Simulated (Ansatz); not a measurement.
Correlation energies of C$_{3}$H$_{6}$ClFO, SMILES `COC(F)CCl` by basis set

Z-matrix (Å, degrees):
```
C
O 1 1.414
H 1 1.096 2 110.7
H 1 1.088 2 106.8 3 -118.8
H 1 1.093 2 111.2 3 121.9
C 2 1.360 1 114.3 3 -56.2
C 6 1.509 2 109.7 1 169.5
F 6 1.392 2 110.2 1 -73.3
H 6 1.099 2 112.0 1 44.5
Cl 7 1.772 6 110.8 2 -72.1
H 7 1.089 6 109.6 2 47.6
H 7 1.088 6 109.6 2 168.6
```

Charge 0, multiplicity 1. The structure was optimised at the PBE0-D4/def2-TZVP level. It is one conformer, not always the lowest. Frozen core, restricted reference, Ansatz 0.2.0. CBS rows extrapolate triple and quadruple zeta; past MP2 they add the triple-zeta difference.

| basis | HF (Eh) | MP2 corr. |
| --- | --- | --- |
| def2-TZVPP | -751.02500 | -1.18488 |
| def2-QZVPP | -751.05096 | -1.28104 |

**Question.** Estimate the CCSD correlation energy and the (T) correction in each basis where they were run (hartree).

**Answer.** 
```
     basis  CCSD corr.       (T)
def2-TZVPP    -1.23081  -0.04681
 CBS(def2)    -1.39819     as TZ
```
